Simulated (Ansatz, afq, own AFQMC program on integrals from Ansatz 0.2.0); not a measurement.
Integrals from Ansatz 0.2.0, then the random walk in our own AFQMC program (afq).

```yaml
crystal:
  periodic: [false, false, false]
  atoms:
    - {symbol: O, position_ang: [-1.223776, -0.027457, 0.000000]}
    - {symbol: H, position_ang: [-1.473086, 0.899119, 0.000000]}
    - {symbol: H, position_ang: [0.307224, -0.027457, 0.000000]}
    - {symbol: O, position_ang: [1.297224, -0.027457, 0.000000]}
basis:
  gaussian: {orbitals: cc-pVTZ}
magnetization: {spin_polarized: true, initial_magnetization: 2}
correlation: {method: ccsd_t, electrons: outside_noble_gas, hamiltonian_folder: ham}
```

```sh
$ ansatz run in.yaml --threads 1 --pin off --events-out ev --progress --plain --max-ram 15360MiB --backend cuda --devices 0, --max-vram 18GiB
```

Options of the walk:

```
--method phaseless --trial cisd --walkers 1500 --populations 20 --least-time 60 --time-step 0.005 --steps-per-block 50 --equilibration-blocks 28 --max-blocks 4000 --target-error 0.00022 --factor-cut 1e-05 --start spin_pure --seed 7547 --release-times 0.24,0.51,0.99,1.62,2.4 --release-step 0.03 --release-every 3 --taylor-order 6
```

Times are imaginary, in 1/Eh. The walk had a cap of 244 s. With eight or more populations the least sampling time is a fifth of least-time, and the error comes from their spread.

Output of the walk:

```
orbitals 86  electrons 8 6  factors 527 of 527
reference energy -150.83106923 Eh
CCSD correlation -0.43101394 Eh in 16 cycles, weight of the determinant in the CISD state 0.9027
energy of the start -151.261610 Eh
 block  time / (1/Eh)  mean weight  energy / Eh
     1     0.250  0.9996  -151.260159
     2     0.500  1.0006  -151.266943
     3     0.750  1.0008  -151.270189
     4     1.000  0.9997  -151.271861
     5     1.250  0.9998  -151.272599
     9     2.250  0.9999  -151.272714
    25     6.250  1.0004  -151.274070
    49    12.250  1.0007  -151.271220
    73    18.250  0.9996  -151.272846
    79    19.750  1.0007  -151.270233
    97    24.250  1.0000  -151.273404
   121    30.250  1.0000  -151.273541
   145    36.250  0.9996  -151.274081
   169    42.250  1.0013  -151.272737
   193    48.250  1.0003  -151.274717
   217    54.250  1.0005  -151.273194
   223    55.750  1.0006  -151.275846
   241    60.250  1.0011  -151.274840
error from the spread of 20 populations
released: time / (1/Eh)  energy / Eh  error  mean overlap
  0.24  -151.274446  0.000134  0.9949
  0.51  -151.274907  0.000124  0.9860
  0.99  -151.275855  0.000256  0.9687
  1.62  -151.275486  0.000345  0.9567
  2.40  -151.276397  0.000519  0.9286
energy -151.273679 +/- 0.000172 Eh
(rows thinned)
```

The run passed its tests (sampling time, drift between the halves within three errors, error under three times the target), which doesn't prove that it has relaxed, ending at its cap on processor time.

Against this walk (error 4.7 meV) on the same determinant: CCSD(T) 13.9 meV higher. The error is statistical and leaves out the bias of the constraint. None of these is a sure reference here. The released energies are still falling (meV from the phaseless value at times in 1/Eh: -21 ± 4 at 0.24, -33 ± 3 at 0.51, -59 ± 7 at 0.99, -49 ± 9 at 1.62, -74 ± 14 at 2.40), so they give no level; they do show a bias of the constraint, and the last of them that isn't too noisy lies 73 meV below CCSD(T).

Cautions: constraint bias not in the error; lower spins were not checked.

The walk took 4.1 min on 1 × NVIDIA H100 80GB HBM3 with 2 threads of AMD EPYC 7R13 Processor (Zen 3) (shared host) (the card was shared). The log's last line is the phaseless energy.

A walk keeps the symmetry of its determinant, which the program's search chose and which needn't be the lowest solution, so a lower state of the same spin and another symmetry isn't excluded.
